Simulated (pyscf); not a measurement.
Structures and frequencies: ωB97X-D3(BJ)/def2-SVP in PySCF.

Question: PBE/def2-TZVP puts the barrier of H₂N–SiH₂–O–SiH₃ + H₂ → H₃Si–O–SiH₃ + NH₃ (four-centre exchange; singlet surface; N–Si, H–H broken, H–Si, H–N formed) at 42.5 kcal/mol and the reaction energy at +10.1 kcal/mol, from the separated reactants. What do r²SCAN/def2-TZVP, B3LYP-D3(BJ)/def2-TZVP, ωB97M-D3(BJ)/def2-TZVP give on the same structures?

Answer: r²SCAN: ΔE‡ = 46.1 kcal/mol, ΔE = +12.3 kcal/mol; B3LYP-D3(BJ): ΔE‡ = 48.7 kcal/mol, ΔE = +11.5 kcal/mol; ωB97M-D3(BJ): ΔE‡ = 47.8 kcal/mol, ΔE = +11.7 kcal/mol. PBE's barrier lies under all of them, by 3.6 to 6.2 kcal/mol. Its reaction energy lies under all of them, by 1.4 to 2.1 kcal/mol. On the product side the descent ends in a complex (not fully relaxed), 6.0 kcal/mol under the separated species and 42.1 kcal/mol under the saddle at ωB97X-D3(BJ)/def2-TZVP. At the saddle there is also a short H–Si contact that neither side keeps. One saddle was located; it need not be the lowest between these sides.
